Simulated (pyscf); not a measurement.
Optimised with ωB97X-D3(BJ)/def2-SVP in PySCF.

Q: Estimate by transition-state theory the rate constant of `[CH3][CH]([CH3])[Al]([CH3])[CH3]` + `[CH4]` → `[CH3][CH2][CH3]` + `[CH3][Al]([CH3])[CH3]` (singlet surface; Al–C, C–H broken, C–H, Al–C formed) at 900 K, with ωB97M-D3(BJ)/def2-TZVP energies (ideal gas, 1 atm, RRHO with modes under 100 cm⁻¹ raised to 100, one conformer, R ln 2 for chiral ones without a mode under 150 cm⁻¹; no tunnelling).

A: The electronic barrier is 32.6 kcal/mol and the thermal terms add +28.6, so ΔG‡ = 61.2 kcal/mol. With k_BT/h = 1.88e+13 s⁻¹ and RT = 1.788 kcal/mol, and a volume of 1.23e-19 cm³ per molecule at 1 atm, k = 3.2e-21 cm³ molecule⁻¹ s⁻¹. Wigner's tunnelling factor for 1560i cm⁻¹ would be 1.26. A shift of 1 kcal/mol in the barrier changes k by a factor 1.7. On the reactant side the descent ends in a complex (not fully relaxed), 4.5 kcal/mol under the separated species and 36.3 kcal/mol under the saddle at ωB97X-D3(BJ)/def2-TZVP. On the product side the descent ends in a complex, 5.4 kcal/mol under the separated species and 40.9 kcal/mol under the saddle at ωB97X-D3(BJ)/def2-TZVP. At the saddle there is also a short Al–H contact that neither side keeps. One saddle was located; it need not be the lowest between these sides.
